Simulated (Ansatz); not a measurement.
Cartesian coordinates in Å:
```
C 0.104 -2.151 0.686
O -0.878 -1.184 0.400
C -0.382 -0.046 -0.209
C -1.555 0.817 -0.602
O 0.474 0.610 0.700
C 1.425 1.440 0.094
H -0.414 -3.023 1.084
H 0.645 -2.442 -0.225
H 0.823 -1.787 1.424
H 0.218 -0.327 -1.097
H -2.191 0.289 -1.314
H -2.137 1.055 0.289
H -1.213 1.745 -1.062
H 2.029 0.891 -0.643
H 2.082 1.809 0.882
H 0.969 2.303 -0.408
```

Charge 0, multiplicity 1.

Q: List the PBE/def2-TZVPP orbital energies in eV (Ansatz). (An estimate is asked.)

A: The calculation gave: Occupied: -510.43, -510.36, -271.40, -270.02, -269.82, -268.58, -26.91, -25.31, -18.99, -17.04, -16.67, -14.57, -12.65, -12.60, -11.62, -10.77, -10.38, -10.26, -9.60, -9.26, -8.91, -7.79, -7.58, -6.28, -5.92. Lowest empty: 0.46, 1.15, 1.39, 1.69, 1.95, 2.18, 2.43, 2.53.
